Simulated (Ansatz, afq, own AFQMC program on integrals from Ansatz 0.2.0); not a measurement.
Integrals from Ansatz 0.2.0, then the random walk in our own AFQMC program (afq).

```yaml
crystal:
  periodic: [false, false, false]
  atoms:
    - {symbol: B, position_ang: [0.000000, 0.000000, 1.731547]}
    - {symbol: Al, position_ang: [0.000000, 0.000000, -0.588094]}
    - {symbol: H, position_ang: [0.000000, -1.367107, -1.414802]}
    - {symbol: H, position_ang: [0.000000, 1.367107, -1.414802]}
basis:
  gaussian: {orbitals: 6-31G}
magnetization: {spin_polarized: true, initial_magnetization: 2}
correlation: {method: ccsd_t, electrons: outside_noble_gas, hamiltonian_folder: ham}
```

```sh
$ ansatz run in.yaml --threads 1 --pin off --events-out ev --progress --plain --max-ram 1382MiB
```

afq runs on the folder ham with

```
--method phaseless --trial hf --walkers 280 --populations 1 --least-time 40 --time-step 0.005 --steps-per-block 20 --equilibration-blocks 112 --max-blocks 600 --target-error 0.00102 --factor-cut 1e-05 --start spin_pure --seed 5726 --taylor-order 6
```

Times are imaginary, in 1/Eh. The walk had a cap of 537 s.

```
orbitals 20  electrons 5 3  factors 127 of 328
reference energy -267.56770499 Eh
CCSD correlation -0.08584010 Eh in 12 cycles, weight of the determinant in the CISD state 0.8983
energy of the start -267.567746 Eh
 block  time / (1/Eh)  mean weight  energy / Eh
     1     0.100  1.0003  -267.577707
     2     0.200  1.0005  -267.586125
     3     0.300  0.9998  -267.593244
     4     0.400  1.0001  -267.598664
     5     0.500  1.0000  -267.604550
     8     0.800  1.0002  -267.613570
    13     1.300  0.9998  -267.628930
    49     4.900  0.9998  -267.657265
    85     8.500  1.0003  -267.648961
   121    12.100  1.0008  -267.654177
   157    15.700  0.9996  -267.653763
   193    19.300  1.0000  -267.658873
   229    22.900  1.0004  -267.655155
   241    24.100  1.0005  -267.671889
   265    26.500  1.0005  -267.644511
   301    30.100  1.0000  -267.649673
   337    33.700  0.9995  -267.651364
   373    37.300  1.0002  -267.656723
   409    40.900  1.0000  -267.663121
   445    44.500  0.9998  -267.654964
   481    48.100  1.0006  -267.654176
   493    49.300  0.9997  -267.644479
   505    50.500  1.0004  -267.650151
blocks merged  error / Eh  count
     1  0.000250  400
     2  0.000338  200
     4  0.000447  100
     8  0.000566  50
    16  0.000693  25
    32  0.000828  12
energy -267.655217 +/- 0.000693 Eh
(rows thinned)
```

(1) Estimate how long the walk took on 1 thread of Arm Neoverse V1 (shared host).

The run passed its tests (sampling time, drift between the halves within three errors, error under three times the target), which doesn't prove that it has relaxed.

Against this walk (error 18.9 meV) on the same determinant: CCSD(T) 11.3 meV lower (within the noise), CCSDT(Q) 47.8 meV lower, full CI (a separate run on its own orbitals, whose frozen core shifts it by up to a few meV) 49.4 meV lower, a separate phaseless walk with a CISD trial and standard settings 27.6 ± 19.3 meV lower (within the noise). The error is statistical and leaves out the bias of the constraint.

Cautions: constraint bias not in the error; full CI with its own frozen core.

## Answers

(1) 2.4 min of wall time.

CCSDT and higher add their correlation energy to the determinant of the CCSD(T) run, since their own runs factorise the integrals more tightly (a shift of under 2 meV). A walk keeps the symmetry of its determinant, which the program's search chose and which needn't be the lowest solution, so a lower state of the same spin and another symmetry isn't excluded.
